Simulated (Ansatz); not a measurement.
# NOS: the cost of one run

The runs use Ansatz 0.2.0, Gaussian basis; def2-TZVPP, core rule «outside noble gas», up to 7 orbitals frozen.

The runs, in order: UHF; ROHF; CCSD(T) on UHF.

## Step 1: The geometry

The geometry is a PBE0/def2-TZVP stationary point (not a proven minimum) of the parent state, kept for this charge and spin.

3 atoms, charge 1, spin multiplicity 3.

Atoms are counted from 1 here; the program's logs count them from 0.

Bond lengths: N1–O2 1.333 Å, O2–S3 1.672 Å. Angles: N1–O2–S3 110.0°.

## Step 2: UHF

in.yaml reads:

```yaml
crystal:
  periodic: [false, false, false]
  atoms:
    - {symbol: N, position_ang: [0.000000, -0.402222, 1.503030]}
    - {symbol: O, position_ang: [0.000000, 0.563274, 0.584427]}
    - {symbol: S, position_ang: [0.000000, -0.105356, -0.948167]}
basis:
  gaussian: {orbitals: def2-TZVPP}
total_charge: 1
magnetization: {spin_polarized: true, initial_magnetization: 2}
hamiltonian: {xc: hf}
output: {orbitals: {seedname: orbitals}}
```

On the command line:

```sh
$ ansatz run in.yaml --threads 1 --pin off --events-out ev --progress --plain --max-ram 2816MiB --backend cpu
```

Q: Estimate wall time and peak memory on 1 thread of AMD EPYC 7R13, shared host.

About 11 s, with a peak of 0.26 GiB.
